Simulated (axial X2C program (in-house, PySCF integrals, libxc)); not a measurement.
**Linear OAlO at several levels**

Aim: the two bond lengths and stretching wavenumbers of linear OAlO, with and without spin–orbit coupling, at PBE0, r2SCAN.

The runs use an in-house X2C program for linear molecules on PySCF integrals; all-electron X2C, two-component (2c) or spin-free, O dyall-av3z, Al dyall-v3z.

All values are calculated.

2 further runs of the same task are left out: 2 set aside as unsound or not needed.

## 1. Input

task.json reads:

```json
{"zs": [8, 13, 8], "q": 0, "bas": ["dyall-av3z", "dyall-v3z", "dyall-av3z"], "r0": [1.7, 1.7], "symm": 1, "scan": ["PBE0", "HF", "r2SCAN"], "levels": ["PBE0", "HF", "BHandHLYP"], "nst": 2}
```

Keys: zs atomic numbers; q charge; bas basis sets; r0 starting distance in Å; symm equal bonds; scan levels of the two-bond scan; levels methods; nst determinants followed.

Command:

```console
$ python solin.py task.json out
```

Masses O 15.995, Al 26.982, O 15.995 u.

## 2. Scan at PBE0, 2c

State: Ω = 3/2 (beyond evenly filled blocks: ω = 3/2). Energies above the lowest point, from the job's result record:

| r(O–Al) (Å) | r(Al–O) (Å) | E (meV) |
| --- | --- | --- |
| 1.6126 | 1.6126 | 58.44 |
| 1.6126 | 1.6540 | 21.22 |
| 1.6126 | 1.6953 | 29.46 |
| 1.6540 | 1.6126 | 21.22 |
| 1.6540 | 1.6540 | 0.00 |
| 1.6540 | 1.6953 | 24.02 |
| 1.6540 | 1.7367 | 81.07 |
| 1.6953 | 1.6126 | 29.46 |
| 1.6953 | 1.6540 | 24.02 |
| 1.6953 | 1.6953 | 63.98 |
| 1.7367 | 1.6540 | 81.07 |
| 1.7367 | 1.7367 | 225.89 |

A quadratic surface with cubic terms in each bond gives the minimum at 1.652 and 1.652 Å, force constants 4.32, 4.32 and coupling 1.49 mdyn/Å.

## 3. Scan at r2SCAN, 2c

State: Ω = 3/2 (beyond evenly filled blocks: ω = 3/2). Energies above the lowest point, from the job's result record:

| r(O–Al) (Å) | r(Al–O) (Å) | E (meV) |
| --- | --- | --- |
| 1.6126 | 1.6126 | 78.91 |
| 1.6126 | 1.6540 | 36.05 |
| 1.6126 | 1.6953 | 48.11 |
| 1.6540 | 1.6126 | 36.05 |
| 1.6540 | 1.6540 | 0.00 |
| 1.6540 | 1.6953 | 18.61 |
| 1.6540 | 1.7367 | 80.72 |
| 1.6953 | 1.6126 | 48.11 |
| 1.6953 | 1.6540 | 18.61 |
| 1.6953 | 1.6953 | 43.54 |
| 1.7367 | 1.6540 | 80.72 |
| 1.7367 | 1.7367 | 185.82 |

A quadratic surface with cubic terms in each bond gives the minimum at 1.659 and 1.659 Å, force constants 4.98, 4.98 and coupling 0.59 mdyn/Å.

## 4. Scan at PBE0, spin-free

State: M_S = 1/2, Λ = 1 (beyond evenly filled blocks: π+α, π+β, π-α). Energies above the lowest point, from the job's result record:

| r(O–Al) (Å) | r(Al–O) (Å) | E (meV) |
| --- | --- | --- |
| 1.6126 | 1.6126 | 57.86 |
| 1.6126 | 1.6540 | 20.93 |
| 1.6126 | 1.6953 | 29.38 |
| 1.6540 | 1.6126 | 20.93 |
| 1.6540 | 1.6540 | 0.00 |
| 1.6540 | 1.6953 | 24.26 |
| 1.6540 | 1.7367 | 81.47 |
| 1.6953 | 1.6126 | 29.38 |
| 1.6953 | 1.6540 | 24.26 |
| 1.6953 | 1.6953 | 64.45 |
| 1.7367 | 1.6540 | 81.47 |
| 1.7367 | 1.7367 | 226.76 |

A quadratic surface with cubic terms in each bond gives the minimum at 1.651 and 1.651 Å, force constants 4.32, 4.32 and coupling 1.49 mdyn/Å.

## 5. Comparison

| level | r(O–Al) (Å) | r(Al–O) (Å) | lower stretch (cm⁻¹) | upper stretch (cm⁻¹) |
| --- | --- | --- | --- | --- |
| PBE0, 2c | 1.652 | 1.652 | 785.2 | 810.0 |
| r2SCAN, 2c | 1.659 | 1.659 | 769.2 | 1009.4 |
| PBE0, spin-free | 1.651 | 1.651 | 785.2 | 809.7 |
| r2SCAN, spin-free | 1.659 | 1.659 | 769.2 | 1009.3 |

Scans not shown above were run alike.

In words: Over the levels the O–Al bond spans 1.651 to 1.659 Å and the Al–O bond 1.651 to 1.659 Å. At PBE0 spin–orbit coupling leaves both bonds unchanged to 0.001 Å. Each state is one determinant, the lowest of a limited PBE0 search; the stretches come from a fit to few points and are good to some per cent at best. The upper stretch spreads by more than a fifth over the levels, so it depends strongly on the method. The stretches are sorted by size, and where the two bonds are alike the symmetric and antisymmetric modes can swap order between levels. The molecule was held linear; bending was not examined, so a bent shape may lie lower. Note: functional without a current term on a determinant with orbital currents, of the molecule or an atom.
